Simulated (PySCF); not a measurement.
Al: ionisation energy

Al [Ne] 3s2 3p1 (2P) → Al⁺ [Ne] 3s2 (1S), as a difference of total energies. All numbers are calculated (PySCF 2.14, the spin-free X2C one-electron Hamiltonian (Gaussian nucleus), in cc-pVTZ-DK). Correlated levels: valence: [Ne] frozen. The calculations carry no spin-orbit coupling.

```
           method  ionisation energy (eV)  error (eV)
              UHF                   5.587      -0.390
              LDA                   6.015      +0.038
             PBE0                   6.077      +0.100
    MP2 (valence)                   5.809      -0.168
SCS-MP2 (valence)                   5.793      -0.184
   CCSD (valence)                   5.901      -0.076
CCSD(T) (valence)                   5.932      -0.045
```

Reference: 5.977 eV (measured; NIST levels, between the centres of gravity of the two terms).

Errors of the correlated levels include the incompleteness of this basis and the frozen core.
